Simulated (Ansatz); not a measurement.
# CH₆B₂: a relaxation

Aim: see where a relaxation from this start ends.

The runs use Ansatz 0.2.0, Gaussian basis; wB97X-V/def2-TZVP.

### Step 1. Where the work starts

The start, displaced at random: 9 atoms, charge 0, spin multiplicity 1.

Atoms are counted from 1 here; the program's logs count them from 0.

Bond lengths: B1–B2 1.653 Å, B1–H4 1.141 Å, B1–H5 1.040 Å, B2–C3 1.593 Å, B2–H6 1.294 Å, C3–H7 1.061 Å, C3–H8 1.198 Å, C3–H9 1.087 Å. Angles: B2–B1–H4 112.9°, B2–B1–H5 124.9°, H4–B1–H5 122.0°, B1–B2–C3 134.1°, B1–B2–H6 116.1°, C3–B2–H6 109.7°, B2–C3–H7 109.1°, B2–C3–H8 102.7°, B2–C3–H9 115.5°, H7–C3–H8 96.0°, H7–C3–H9 122.4°, H8–C3–H9 107.3°.

As a file:

```mol
CH6B2
  3D, bonds by distance, orders not assigned

  9  8  0  0  0  0  0  0  0  0999 V2000
   -0.6262    0.8669   -1.2725 B   0  0
   -0.2316    0.3847    0.2589 B   0  0
    0.6725   -0.7834    0.8546 C   0  0
   -1.5833    0.3806   -1.6587 H   0  0
   -0.0462    1.4920   -1.8686 H   0  0
   -0.6757    1.1261    1.2225 H   0  0
    0.0549   -1.6122    1.0958 H   0  0
    1.1560   -1.2691   -0.1280 H   0  0
    1.4916   -0.4627    1.4925 H   0  0
  1  2  8  0
  1  4  8  0
  1  5  8  0
  2  3  8  0
  2  6  8  0
  3  7  8  0
  3  8  8  0
  3  9  8  0
M  END
```

### Step 2. The relaxation

run/in.yaml

```yaml
crystal:
  periodic: [false, false, false]
  atoms:
    - {symbol: B, position_ang: [-0.626181, 0.866887, -1.272520]}
    - {symbol: B, position_ang: [-0.231569, 0.384679, 0.258880]}
    - {symbol: C, position_ang: [0.672518, -0.783369, 0.854645]}
    - {symbol: H, position_ang: [-1.583270, 0.380578, -1.658675]}
    - {symbol: H, position_ang: [-0.046171, 1.491996, -1.868598]}
    - {symbol: H, position_ang: [-0.675710, 1.126091, 1.222542]}
    - {symbol: H, position_ang: [0.054936, -1.612187, 1.095765]}
    - {symbol: H, position_ang: [1.155961, -1.269117, -0.127961]}
    - {symbol: H, position_ang: [1.491636, -0.462721, 1.492527]}
basis:
  gaussian: {orbitals: def2-TZVP}
hamiltonian: {xc: {name: wB97X-V}}
relax: {f_tol: 0.2, max_steps: 5, max_displacement: 0.05}
```

Started as:

```bash
> ansatz run in.yaml --threads 2 --pin off --events-out ev --progress --plain --max-ram 3481MiB
```

Before running it: what results should come out? Wanted: energy change; last largest force; RMSD from the start.

**Answer**, as computed:

| quantity | value |
| --- | --- |
| steps | 4 |
| energy change | -23.7 kcal/mol |
| last largest force | 0.1412 eV/Å |
| RMSD from the start | 0.083 Å |

It converged in 4 steps at a force tolerance of 0.2 eV/Å. So loose a tolerance leaves the structure only roughly relaxed.
